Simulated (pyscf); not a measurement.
Thermochemistry of product channels of HN=SiH₂ + NH₂• on the doublet surface, in eV, from CCSD(T)/def2-TZVPP + ΔMP2(QZVPP) energies (ideal gas, 1 atm, RRHO with modes under 100 cm⁻¹ raised to 100, one conformer, R ln 2 for rigid chiral ones). PySCF, gas phase, ωB97X-D3(BJ)/def2-SVP geometries. Correlated levels are frozen-core, on RHF or UHF. ΔMP2 is the change of the MP2 total energy from the triple- to the quadruple-zeta basis.

```csv
products,ΔE,ΔH(298 K),ΔG(900 K),ΔG(1200 K)
H₂N–SiH•–NH₂,[?],-3.35,-2.15,[?]
[N=SiH₂]• + NH₃,+0.05,+0.13,+0.19,+0.22
•HN–SiH₂–NH₂,[?],-2.60,-1.31,-0.92
```

Question: Fill in the missing entries.

Answer: 
- H₂N–SiH•–NH₂, ΔE: -3.59
- H₂N–SiH•–NH₂, ΔG(1200 K): -1.77
- •HN–SiH₂–NH₂, ΔE: -2.72

These are energies of the channels, which say nothing of barriers. HN=SiH₂ lies 0.79 eV over its isomer H₂N–SiH: [singlet], and others may lie lower still (electronic energy, ωB97M-D3(BJ)). [N=SiH₂]• lies 1.25 eV over its isomer [HN=SiH]•, and others may lie lower still (electronic energy, ωB97M-D3(BJ)). The CCSD(T) − MP2 part came from Ansatz, without density fitting, on the same reference. An open-shell T1 diagnostic exceeds 0.045. A UHF reference is spin-contaminated (<S²> up to 1.21), which harms MP2 most.
